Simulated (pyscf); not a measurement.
CH₄ (SMILES C) + H₃C–O–ZnH (SMILES C[O][ZnH]) -> H₃C–ZnH (SMILES [CH3][ZnH]) + H₃C–OH (SMILES CO) (four-centre exchange; singlet surface; C–H, O–Zn broken, C–Zn, H–O formed). Structures and frequencies: ωB97X-D3(BJ)/def2-SVP in PySCF. Energies in eV from the separated reactants.

```
level                   barrier  reaction energy
----------------------  -------  ---------------
ωB97X-D3(BJ)/def2-TZVP     1.38            +0.65
PBE/def2-TZVP              1.28            +0.62
r²SCAN/def2-TZVP           1.27            +0.70
B3LYP-D3(BJ)/def2-TZVP     1.44            +0.70
M06-2X/def2-TZVP           1.27            +0.68
ωB97M-D3(BJ)/def2-TZVP     1.39            +0.62
```

The functionals in the table span 0.17 eV in this barrier, from M06-2X to B3LYP-D3(BJ). On the product side the descent ends in an adduct with a O–Zn contact, 0.40 eV under the separated species and 1.12 eV under the saddle at ωB97X-D3(BJ)/def2-TZVP. What is counted as broken (O–Zn) persists as a longer contact in the product adduct; parting that adduct is a step of its own. One saddle was located; it need not be the lowest between these sides. Elements up to Kr have no core potential and no relativistic terms here.
